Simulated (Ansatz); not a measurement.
**How methods differ on C2H2 (acetylene)**

C2H2: 4 atoms, total charge 0, spin state singlet. SMILES: `C#C`. Geometry: optimised at r2SCAN/def2-SVP.

Each level gives the adiabatic electron affinity (to the doublet anion, shapes relaxed at r2SCAN/def2-SVP, no zero-point term) (eV). The values are calculated.

The electron affinity is E(neutral) − E(anion): positive where the electron is bound.

```
               level                    kind  program  value (eV)  less CCSD(T)/def2-TZVPP  CPU time (all runs)
       HF/def2-TZVPP            Hartree–Fock   Ansatz       -2.25                    -0.57                1.2 s
    SVWN5/def2-TZVPP                     LDA   Ansatz       -1.38                    +0.30                  1 s
      PBE/def2-TZVPP                     GGA   Ansatz       -1.37                    +0.31                1.7 s
    B3LYP/def2-TZVPP           global hybrid   Ansatz       -1.40                    +0.28                2.1 s
CAM-B3LYP/def2-TZVPP  range-separated hybrid   Ansatz       -1.49                    +0.19                2.4 s
   B2PLYP/def2-TZVPP           double hybrid   Ansatz       -1.61                    +0.07                2.8 s
      MP2/def2-TZVPP     perturbation theory   Ansatz       -1.81                    -0.13                1.4 s
  CCSD(T)/def2-TZVPP   coupled cluster or CI   Ansatz       -1.68                     0.00                5.5 s
```

Differences are taken from CCSD(T)/def2-TZVPP for orientation; it has basis-set and higher-order errors of its own. The values span -2.25 to -1.37 eV. Negative values mean that the anion is unbound at that level; they are set by how diffuse the basis is and aren't properties of the molecule, whose anion may well be bound. In so small a basis fixed costs decide the times, and correlated methods can beat functionals. CPU times are rough (shared hosts, several kinds of processor and program).
